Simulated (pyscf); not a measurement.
Single points on ωB97X-D3(BJ)/def2-SVP structures (PySCF, gas phase). MP2 and CC: frozen core, UHF for open shells. ΔMP2 is the change of the MP2 total energy from the triple- to the quadruple-zeta basis.

SMILES: BCl
```xyz
4

B     -1.2204    -0.4974    -0.1019
Cl    -0.7280     0.2972     1.3681
H     -0.6306    -1.4914    -0.4369
H     -2.1319    -0.0222    -0.7273
```

Task: List the bond dissociation enthalpies at 298 K of H₂B–Cl from CCSD(T)/def2-TZVPP + ΔMP2(QZVPP), from the weakest bond up.

Result: B–H to [HB–Cl]• + H•: 104.0 kcal/mol; B–Cl to BH₂• + Cl•: 124.4 kcal/mol. Ring and multiple bonds, and those that leave no two simple radicals, are not listed. The radicals are drawn with the spin at the cut bond; how far it spreads was not checked. The CCSD(T) − MP2 part came from Ansatz, without density fitting, on the same reference. Left out: the spin-orbit lowering of Cl.
